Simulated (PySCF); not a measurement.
Species: C₄H₇NO.
Cartesian coordinates in Å at the GFN2-xTB level; atoms count from 1:
```xyz
13
C4H7NO angstrom
C     -1.0472   -0.9194    0.4348
C     -0.1243    0.2981    0.2745
C      1.2389   -0.1301   -0.1756
N      2.2180    0.0068    0.5930
C     -0.7636    1.2459   -0.7117
O     -0.3344    1.5484   -1.7866
H     -0.6559   -1.5793    1.2044
H     -2.0467   -0.6003    0.7206
H     -1.1111   -1.4716   -0.5004
H     -0.0349    0.8095    1.2383
H      1.2731   -0.5488   -1.1893
H      3.1157   -0.3037    0.2277
H     -1.7319    1.6450   -0.3474
```

The calculation used PySCF 2.14.0, delta-SCF UKS SCAN, pcX-2 on the ionised atom, pcseg-1 elsewhere, spin-free X2C. Every row has its own mixed basis.

| ionised atom | basis functions | E(ground) (Eh) | E(ionised) (Eh) |
| --- | --- | --- | --- |
| C1 | 150 | -286.55699 | -275.85490 |
| C2 | 150 | -286.55903 | -275.85648 |
| C3 | 150 | -286.56106 | -275.82388 |
| C5 | 150 | -286.56229 | -275.77220 |
| N4 | 150 | -286.56931 | -271.69519 |
| O6 | 150 | -286.58379 | -266.80093 |

Turn these total energies into binding energies.

E(ionised) − E(ground), at 27.2114 eV a hartree:

```
atom                    environment  difference (Eh)  binding energy (eV)
  C1                  methyl carbon         10.70209               291.22
  C2  sp3 carbon next to a carbonyl         10.70255               291.23
  C3                   imine carbon         10.73718               292.17
  C5                aldehyde carbon         10.79009               293.61
  N4                 imine nitrogen         14.87412               404.75
  O6                aldehyde oxygen         19.78286               538.32
```

How much do the ground-state energies differ, and what would follow from using one of them for all holes?

They run from -286.5838 Eh (core basis on O6) to -286.5570 Eh (on C1), 0.0268 Eh or 0.73 eV apart, though the state is the same; only basis and grid differ. Pairing the ion of C1 with the ground state of O6 would put its binding energy 0.73 eV too high.

Only 1s holes are shown. The unrestricted hole states depart most from a pure doublet (⟨S²⟩ = 0.75; over 0.85 named) for C 1s of C5 (0.97), which makes this value less certain. Isolated species at its GFN2-xTB geometry (one conformer only).
